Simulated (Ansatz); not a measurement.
# UMP2/STO-3G run of CH4Si (SMILES [CH][SiH3])

What is the energy change on altering one bond length of CH4Si at UMP2/STO-3G? 

Program for the calculation: Ansatz 0.2.0.

40 further runs of the same task are left out: 40 set aside as unsound or not needed.

**1. The molecule**

CH4Si: 6 atoms, total charge 0, spin state triplet. As SMILES, `[CH][SiH3]`. The coordinates come from a GFN2-xTB relaxation.

Bond lengths: C1–Si2 1.808 Å, C1–H3 1.070 Å, Si2–H4 1.473 Å, Si2–H5 1.473 Å, Si2–H6 1.464 Å. Angles: C1–Si2–H4 110.4°, C1–Si2–H5 110.4°, C1–Si2–H6 109.0°, Si2–C1–H3 147.9°, H4–Si2–H5 108.7°, H4–Si2–H6 109.2°, H5–Si2–H6 109.2°.

**2. A single-point energy at UMP2/STO-3G**

Input file job.yaml:

```yaml
crystal:
  periodic: [false, false, false]
  atoms:
    - symbol: C
      position_ang: [0.667310, -0.852170, 0.734600]
    - symbol: Si
      position_ang: [-0.258900, 0.404300, -0.178590]
    - symbol: H
      position_ang: [1.137890, -1.813490, 0.730980]
    - symbol: H
      position_ang: [-1.544120, -0.143200, -0.644620]
    - symbol: H
      position_ang: [0.511450, 0.860970, -1.347520]
    - symbol: H
      position_ang: [-0.513620, 1.543590, 0.705170]
basis:
  gaussian:
    orbitals: STO-3G
magnetization:
  spin_polarized: true
  initial_magnetization: 2
correlation:
  method: mp2
  frozen_orbitals: {C: 1, H: 0, Si: 5}
accuracy: high
```

Started as:

```console
$ ansatz run job.yaml --threads 1 --pin off --max-ram 2610MiB --events-out events.jsonl --progress --plain --runs-dir runs
```

Standard output:

```text
Warning: RAYON_NUM_THREADS=1 ignored (pool sized by the plan → 1); use --threads N
Functional definition: HF
  name "HF"
  exchange = exact_x
  correlation = 0
311 factors; integrals over basis functions are off by at most 7.9e-9 eV
mean field evaluation 1: about -8848.7712 eV, gradient 9.2e0 eV
mean field evaluation 2: about -8848.7835 eV, gradient 9.1e0 eV
mean field evaluation 4: about -8849.8654 eV, gradient 1.2e0 eV
mean field evaluation 8: about -8849.8899 eV, gradient 1.1e-2 eV
mean field -8849.88988323 eV, -325.2274545377 hartree, gradient 1.3e-8 eV, S^2 2.031190; 0 other end points of the search recorded, 0 dependent functions left out
6 core orbitals not correlated: weight in the atoms' cores, before any rotation towards them, 1.000 or more for the frozen orbitals, at most 0.000 for the correlated occupied ones
reference -8849.88988323 eV, -325.2274545377 hartree; 7, 5 occupied and 5, 7 virtual orbitals, 311 factors
second order -1.61913535 eV of doubles, -0.00000000 eV of singles
Total energy: -8851.50901858 eV, -325.2869566645 hartree
```

Run time: 0.12 s. Hardware: 1 thread of Arm Neoverse V1, shared host.

**3. The distorted shape at the same level**

Input file in.yaml:

```yaml
crystal:
  periodic: [false, false, false]
  atoms:
    - {symbol: C, position_ang: [0.549668, -0.611845, 0.735505]}
    - {symbol: Si, position_ang: [-0.376542, 0.644625, -0.177685]}
    - {symbol: H, position_ang: [1.137890, -1.813490, 0.730980]}
    - {symbol: H, position_ang: [-1.661762, 0.097125, -0.643715]}
    - {symbol: H, position_ang: [0.393808, 1.101295, -1.346615]}
    - {symbol: H, position_ang: [-0.631262, 1.783915, 0.706075]}
basis:
  gaussian: {orbitals: STO-3G}
total_charge: 0
magnetization: {spin_polarized: true, initial_magnetization: 2}
correlation: {method: mp2, frozen_orbitals: {C: 1, H: 0, Si: 5}}
accuracy: high
```

Started as:

```console
$ ansatz run in.yaml --threads 1 --pin off --max-ram 2610MiB --events-out events.jsonl --progress --plain --runs-dir runs
```

Standard output:

```text
Warning: RAYON_NUM_THREADS=1 ignored (pool sized by the plan → 1); use --threads N
Functional definition: HF
  name "HF"
  exchange = exact_x
  correlation = 0
312 factors; integrals over basis functions are off by at most 1.7e-8 eV
mean field evaluation 1: about -8847.6140 eV, gradient 9.1e0 eV
mean field evaluation 2: about -8847.6244 eV, gradient 9.0e0 eV
mean field evaluation 4: about -8848.7965 eV, gradient 1.5e0 eV
mean field evaluation 8: about -8848.8660 eV, gradient 4.2e-2 eV
mean field -8848.86411363 eV, -325.1897582005 hartree, gradient 1.5e-8 eV, S^2 2.058708; 0 other end points of the search recorded, 0 dependent functions left out
6 core orbitals not correlated: weight in the atoms' cores, before any rotation towards them, 1.000 or more for the frozen orbitals, at most 0.000 for the correlated occupied ones
reference -8848.86411363 eV, -325.1897582005 hartree; 7, 5 occupied and 5, 7 virtual orbitals, 312 factors
second order -1.77533970 eV of doubles, -0.00000000 eV of singles
Total energy: -8850.63945333 eV, -325.2550007310 hartree
```

It took 0.12 s on 1 thread of Arm Neoverse V1, shared host.

**4. Outcome**

Level: UMP2/STO-3G, 6 core orbitals frozen.

| quantity | value |
| --- | --- |
| first shape: total energy | -325.28696 Eh |
| first shape: correlation energy (6 core orbitals frozen) | -59.5 mEh |
| first shape: ⟨S²⟩ of the reference determinant | 2.031 |
| distorted shape: total energy | -325.25500 Eh |
| distorted shape: correlation energy (6 core orbitals frozen) | -65.2 mEh |
| distorted shape: ⟨S²⟩ of the reference determinant | 2.059 |
| energy change with the C1–H3 bond stretched from 1.070 to 1.338 Å | 0.870 eV |

What this shows: With the C1–H3 bond stretched from 1.070 to 1.338 Å the energy rises by 0.87 eV (83.9 kJ/mol). The first shape isn't relaxed at this level, so the change isn't measured from a minimum. The minimal basis adds a large error of its own.
